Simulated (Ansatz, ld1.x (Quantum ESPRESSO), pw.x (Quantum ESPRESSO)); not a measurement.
## V: does the TM potential hold in the solid?

ld1.x (Quantum ESPRESSO) 7.5 input, shortened:

```
&input
   title='V', zed=23., rel=1, dft='PBESOL', iswitch=3,
   config='[Ar] 3d3 4s2 4p0'
 /
 &inputp
   pseudotype=2, tm=.true., lloc=0,
   nlcc=.true., rcore=1.95
 /
3
4P  2  1   0.00   0.00  2.55  2.55  0.0
3D  3  2   3.00   0.00  2.40  2.40  0.0
4S  1  0   2.00   0.00  3.05  3.05  0.0
 &test
   configts(1)='3d3 4s2 4p0'
 /
```

Atomic tests: cutoffs needed: 45 Ry and 50 Ry (the cutoffs (Ry, on a coarse ladder) from which the occupation-weighted sum of valence levels, in a spherical-Bessel basis at the reference potential, stays within 10 and 1 mRy of its value at 400 Ry); ghost test: no extra level below or beside the all-electron valence levels (p, d, s, f tested) (spherical-Bessel basis up to 400 Ry, 20 bohr box); largest excitation error: -309 meV (all-electron minus pseudo) for 3d2 4s0 4p0, out of 7 test configurations.

Crystal test: diamond V in pw.x 7.5, no spin, 9³ k-points, Fermi–Dirac smearing 0.01 Ry, cutoffs 60/240 Ry. The reference is all-electron LAPW (Ansatz 0.2.0) with the same functional, mesh and smearing; V0 and B0 come from Birch–Murnaghan fits to the pressures at five volumes. Errors are pseudo minus all-electron; Δ is the rms difference of the E(V) curves that follow from these fits, minima aligned, over ±6 % about the mean V0. Mesh and smearing are coarse, so the numbers serve the comparison and aren't converged zero-temperature values; the lattice is a test structure that the element need not adopt.

All-electron: a0 = 5.207 Å (V0 = 17.65 Å³/atom), B0 = 69.2 GPa.

Task: How far does the potential miss the all-electron equation of state?

Result: mean pressure error (GPa): +6.37. The pressure does not cross zero within the volumes sampled, so no fit is given. The largest radius (3.05 bohr) exceeds half the bond length (2.13 bohr), so the spheres overlap, which is one possible source of error among others. This is a poor potential for the solid.

```
V (Å³/atom)  P all-electron (GPa)  P pseudo (GPa)
     16.754                  3.96           10.34
     17.195                  1.89            8.32
     17.636                  0.05            6.47
     18.077                 -1.59            4.78
     18.518                 -3.04            3.24
```

Task: At the middle volume, how do free energy and pressure move when the wave cutoff is lowered (ecutrho kept at four times it)?

Result:

```json
{"cutoff (Ry)": "27", "shift of F (meV/atom)": "+6106.3", "shift of P (GPa)": "-192.39"}
{"cutoff (Ry)": "36", "shift of F (meV/atom)": "+859.2", "shift of P (GPa)": "-46.00"}
{"cutoff (Ry)": "48", "shift of F (meV/atom)": "+19.3", "shift of P (GPa)": "-2.15"}
```

The run at the middle volume (35 k-points, 12 iterations) took about 15 s on one core of a shared host (Neoverse-V1, 32 threads, 247 GiB, load 11).
